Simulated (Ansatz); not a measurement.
# BH3O2: the cost of one run

Method: RKS B3LYP-D4/6-31G*, in Ansatz 0.2.0.

## Step 1: The structure to begin with

Bond lengths: B1–O2 1.610 Å, O2–H3 1.010 Å, B1–O5 1.410 Å, O5–H6 1.010 Å. Angles: B1–O2–H3 75.9°, O2–B1–O5 155.0°, B1–O5–H6 109.5°.

Coordinates:

```xyz
6

B     0.0000    0.0000    0.0000
O     0.9238    0.0000    1.3186
H     0.0143   -0.2814    1.6557
H     1.3899    0.0000    0.0173
O    -1.2211    0.0000   -0.7050
H    -1.7308   -0.8467   -0.4965
```

## Step 2: A restrained relaxation towards end A

Springs on the bonds that form and break draw the guess towards this end; the thresholds are loose.

Contents of input.yaml:

```yaml
crystal:
  periodic: [false, false, false]
  atoms:
    - { symbol: B, position_ang: [0.0, 0.0, 0.0] }
    - { symbol: O, position_ang: [0.9238, 0.0, 1.3186] }
    - { symbol: H, position_ang: [0.0143, -0.2814, 1.6557] }
    - { symbol: H, position_ang: [1.3899, 0.0, 0.0173] }
    - { symbol: O, position_ang: [-1.2211, 0.0, -0.705] }
    - { symbol: H, position_ang: [-1.7308, -0.8467, -0.4965] }
basis:
  gaussian: { orbitals: "6-31G*" }
hamiltonian:
  xc: b3lyp
  dispersion: d4
relax:
  f_tol: 0.15
  max_steps: 25
  restrain:
    - { distance: [1, 3], at: 2.21, k: 30.0 }
    - { distance: [0, 1], at: 1.41, k: 30.0 }
    - { distance: [0, 3], at: 1.19, k: 30.0 }
output:
  orbitals: {}
```

On the command line:

```
$ ansatz run input.yaml --threads 1 --pin off --max-ram 2048MiB --backend cpu --events-out ev --progress --plain --runs-dir out
```

Q: Estimate wall time and peak memory on 1 thread of Arm Neoverse V2, shared host.

About 9.7 s, with a peak of 0.1 GiB.
